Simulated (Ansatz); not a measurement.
**Down a group: bond dissociation energies of Cl–BH–Cl, Cl–AlH–Cl, Cl–GaH–Cl**

Ansatz 0.2.0, basis cc-pVDZ; geometries are PBE0/def2-TZVP minima. Wave-function levels freeze the cores with the filled d shells of p-block atoms; HF, MP2 and coupled cluster are restricted for singlets and unrestricted otherwise, atoms included, restricted open-shell where a d shell is frozen. The reference is CCSDT(Q) (coupled cluster only where its series has nearly closed). An error is the level's value less the reference. None of these values is a measured one. Energies are electronic, without zero-point terms. No spin–orbit coupling and no scalar relativity. The set is small: it underbinds, by tens of kJ/mol for each bond, so near ties and functionals' places can change in larger sets. The species are chosen: bound, without strong static correlation by their natural occupations or amplitudes, in their lowest spin state as far as vertical gaps and like structures tell, and with a ladder that closes on the reference, so errors are smaller than for species at large; levels whose determinant breaks symmetry or spin markedly are left out.

| species | bonds (Å) | quantity | symmetry of the states | reference | value (kcal/mol) | error CCSD | error CCSD(T) | error CCSDT |
| --- | --- | --- | --- | --- | --- | --- | --- | --- |
| Cl–BH–Cl, singlet | B–Cl 1.734, B–H 1.187, angles at B 120/121° | B–H bond energy, to BCl2 (doublet) + H | A1 / A1 | CCSDT(Q) | 105.6 | 0.1 | 0.1 | 0.0 |
| Cl–AlH–Cl, singlet | Al–Cl 2.083, Al–H 1.564, angles at Al 118/121° | Al–H bond energy, to AlCl2 (doublet) + H | A1 / A1 | CCSDT(Q) | 82.5 | 0.2 | 0.1 | 0.0 |
| Cl–GaH–Cl, singlet | Cl–Ga 2.129, Ga–H 1.545, angles at Ga 115/122° | Ga–H bond energy, to GaCl2 (doublet) + H | A1 / A1 | CCSDT(Q) | 77.4 | 0.3 | 0.1 | 0.0 |

The reference falls from B to Ga, by 28.2 kcal/mol in all.
